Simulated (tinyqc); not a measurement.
Worked calculation: harmonic frequencies on the B3LYP (VWN-RPA form)/sto-3g surface (energies and gradients from PySCF), for LiH, spin multiplicity 1. One step of it, computed by the program tinyqc.

Question. Normal modes. Diagonalise H_ij / sqrt(m_i m_j); the 5 smallest eigenvalues belong to translations and rotations; wavenumber = sqrt(eigenvalue / 1822.888) x 219474.63; each mode has its largest component positive (the first on a tie); zero-point energy = sum of wavenumbers / 2, with 349.755 1/cm per kcal/mol.

Hessian (symmetrised) (hartree/bohr^2):
```
,1Lix,1Liy,1Liz,2Hx,2Hy,2Hz
1Lix,-0.00002449,0.00000000,0.00000000,-0.00002241,0.00000000,0.00000000
1Liy,0.00000000,-0.00002449,0.00000000,0.00000000,-0.00002241,0.00000000
1Liz,0.00000000,0.00000000,0.10147314,0.00000000,0.00000000,-0.10148543
2Hx,-0.00002241,0.00000000,0.00000000,0.00006932,0.00000000,0.00000000
2Hy,0.00000000,-0.00002241,0.00000000,0.00000000,0.00006932,0.00000000
2Hz,0.00000000,0.00000000,-0.10148543,0.00000000,0.00000000,0.10149772
```

masses (u): 1Li 7.016004, 2H 1.007825

Give: eigenvalues of the mass-weighted Hessian; harmonic wavenumbers of the vibrations; mass-weighted modes; zero-point energy.

Answer.

eigenvalues of the mass-weighted Hessian (hartree/(bohr^2 u)): 0.000  0.000  0.000  0.000  0.000  0.115

harmonic wavenumbers of the vibrations (1/cm): 1744.5

mass-weighted modes:
```
,mode 1
1Lix,0.000
1Liy,0.000
1Liz,-0.354
2Hx,0.000
2Hy,0.000
2Hz,0.935
```

zero-point energy = 2.494 kcal/mol
